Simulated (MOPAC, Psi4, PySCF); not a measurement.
Species: CH, charge 0, multiplicity 2. SMILES: [CH]
Geometry: optimised at B3LYP-D3(BJ)/def2-TZVP (Ansatz).

Wanted: vertical electron affinity to the triplet, in eV. Conventions: PM7 with its own dispersion and hydrogen-bond terms; six Cartesian d functions in 6-31G* and its kin unless marked 5d; no spin-orbit coupling; non-relativistic; each state is the SCF solution reached for its charge and spin; UHF or UKS for open shells. Ab initio and DFT rows: single points at B3LYP-D3(BJ) geometries (Ansatz). Semi-empirical rows: differences of heats of formation at the shared geometry for vertical values. Anions need diffuse functions, which STO-3G, LANL2DZ, def2-SVP, cc-pVDZ and Pople sets without + lack.

```tsv
species	coefficient	E at wB97X-D/6-31G* (Psi4), Eh	E at M06-2X/def2-TZVPD (PySCF), Eh	heat of formation at PM7 (MOPAC), kcal/mol
charge -1, triplet	-1	-38.46309	-38.51312	146.49
charge 0, doublet	+1	-38.45980	-38.47290	139.67
```

 1 Eh = 27.2114 eV and 1 eV = 23.0605 kcal/mol.

Problem. Compute it at each level from the table.

Solution. 
- wB97X-D/6-31G*: the sum of coefficient times E is 0.00329 Eh, or 0.090 eV. Result: 0.09 eV.
- M06-2X/def2-TZVPD: the sum of coefficient times E is 0.04022 Eh, or 1.094 eV. Result: 1.09 eV.
- PM7: the sum of coefficient times heat of formation is -6.82 kcal/mol, or -0.30 eV.
